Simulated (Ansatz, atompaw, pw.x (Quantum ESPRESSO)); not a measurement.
# Equation-of-state test of one PAW (atompaw) potential (Al (Z = 13))

atompaw 4.2.0.5 input, output lines left out:

```
Al 13
GGA-PBE scalarrelativistic loggrid 1500 logderivrange -3 5 201
3 3 0 0 0 0
3 1 1
0 0 0
c
c
v
c
v
2
2.40 1.85 2.30 1.75
y
0.6
n
y
1.05
n
y
0.25
n
custom polynom2 7 10 vanderbiltortho besselshape
3 0 vpsmatchnc
2.40
2.40
2.40
2.40
2.30
```

Atomic tests: cutoffs needed: 6 Ry and 12 Ry (the cutoffs (Ry, on a coarse ladder) from which the occupation-weighted sum of valence levels, in a spherical-Bessel basis at the reference potential, stays within 10 and 1 mRy of its value at 400 Ry); ghost test: no extra level below or beside the all-electron valence levels (s, p, d, f tested) (spherical-Bessel basis up to 400 Ry, 20 bohr box); lowest eigenvalue of the overlap operator: 0.69 (s channel).

Crystal test: fcc Al in pw.x 7.5, no spin, 14³ k-points, Fermi–Dirac smearing 0.01 Ry, cutoffs 40/400 Ry. The reference is all-electron LAPW (Ansatz 0.2.0) with the same functional, mesh and smearing; V0 and B0 come from Birch–Murnaghan fits to the pressures at five volumes. Errors are pseudo minus all-electron; Δ is the rms difference of the E(V) curves that follow from these fits, minima aligned, over ±6 % about the mean V0. Mesh and smearing are coarse, so the numbers serve the comparison and aren't converged zero-temperature values; the lattice is a test structure that the element need not adopt.

All-electron: a0 = 4.040 Å (V0 = 16.49 Å³/atom), B0 = 76.6 GPa.

**Question.** How far does the potential miss the all-electron equation of state?

**Answer.** mean pressure error (GPa): +1.28; a0 (Å): 4.062; a0 error (%): +0.54; B0 error (%): -1.7; Δ (meV/atom): 4.5. This is a poor potential for the solid.

```json
{"V (Å³/atom)": "15.701", "P all-electron (GPa)": "4.22", "P pseudo (GPa)": "5.75"}
{"V (Å³/atom)": "16.114", "P all-electron (GPa)": "1.87", "P pseudo (GPa)": "3.26"}
{"V (Å³/atom)": "16.527", "P all-electron (GPa)": "-0.17", "P pseudo (GPa)": "1.09"}
{"V (Å³/atom)": "16.940", "P all-electron (GPa)": "-1.94", "P pseudo (GPa)": "-0.78"}
{"V (Å³/atom)": "17.353", "P all-electron (GPa)": "-3.46", "P pseudo (GPa)": "-2.41"}
```

**Question.** At the middle volume, how do free energy and pressure move when the wave cutoff is lowered (ecutrho held at 400 Ry)?

**Answer.**

```json
{"cutoff (Ry)": "18", "shift of F (meV/atom)": "+5.7", "shift of P (GPa)": "-0.00"}
{"cutoff (Ry)": "24", "shift of F (meV/atom)": "+1.1", "shift of P (GPa)": "-0.02"}
{"cutoff (Ry)": "32", "shift of F (meV/atom)": "+0.3", "shift of P (GPa)": "+0.00"}
```

The run at the middle volume (104 k-points, 6 iterations) took about 28 s on one core of a shared host (Intel(R) Xeon(R) Processor @ 2.50GHz, 64 threads, 189 GiB, load 57).
